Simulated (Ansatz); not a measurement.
A run of Ansatz (development build ahead of 0.2.0) on singlet C4H10 at this shape:

```yaml
atoms:
  - { symbol: C, position_ang: [0.0000, -0.4559, -2.0615] }
  - { symbol: C, position_ang: [0.0000, 0.4481, -0.6903] }
  - { symbol: C, position_ang: [0.0000, -0.4481, 0.6903] }
  - { symbol: C, position_ang: [0.0000, 0.4559, 2.0615] }
  - { symbol: H, position_ang: [0.0000, 0.2239, -3.0369] }
  - { symbol: H, position_ang: [0.9585, -1.1597, -2.1154] }
  - { symbol: H, position_ang: [-0.9585, -1.1597, -2.1154] }
  - { symbol: H, position_ang: [-0.9502, 1.1702, -0.6863] }
  - { symbol: H, position_ang: [0.9502, 1.1702, -0.6863] }
  - { symbol: H, position_ang: [0.9502, -1.1702, 0.6863] }
  - { symbol: H, position_ang: [-0.9502, -1.1702, 0.6863] }
  - { symbol: H, position_ang: [0.0000, -0.2239, 3.0369] }
  - { symbol: H, position_ang: [0.9585, 1.1597, 2.1154] }
  - { symbol: H, position_ang: [-0.9585, 1.1597, 2.1154] }
```

Its results:

```json
{
  "Converged": "yes",
  "Total energy": "-157.27276 hartree",
  "Spin squared of the determinant": "0.000"
}
```

(1) Which input gives this output? Name the method, the orbitals and the basis set, and write the input.

Answers

(1) RHF in def2-TZVP. An unrestricted run that stays on the closed shell gives the same numbers.

```yaml
crystal:
  periodic: [false, false, false]
  atoms:
    - { symbol: C, position_ang: [0.0, -0.45586, -2.06153] }
    - { symbol: C, position_ang: [0.0, 0.44815, -0.69028] }
    - { symbol: C, position_ang: [0.0, -0.44815, 0.69028] }
    - { symbol: C, position_ang: [0.0, 0.45586, 2.06153] }
    - { symbol: H, position_ang: [0.0, 0.22393, -3.03687] }
    - { symbol: H, position_ang: [0.95848, -1.1597, -2.11541] }
    - { symbol: H, position_ang: [-0.95848, -1.1597, -2.11541] }
    - { symbol: H, position_ang: [-0.95015, 1.17015, -0.68625] }
    - { symbol: H, position_ang: [0.95015, 1.17015, -0.68625] }
    - { symbol: H, position_ang: [0.95015, -1.17015, 0.68625] }
    - { symbol: H, position_ang: [-0.95015, -1.17015, 0.68625] }
    - { symbol: H, position_ang: [0.0, -0.22393, 3.03687] }
    - { symbol: H, position_ang: [0.95848, 1.1597, 2.11541] }
    - { symbol: H, position_ang: [-0.95848, 1.1597, 2.11541] }
basis:
  gaussian: { orbitals: def2-TZVP }
hamiltonian:
  xc: hf
```

Caution: no unrestricted run beside it, a lower state can exist.
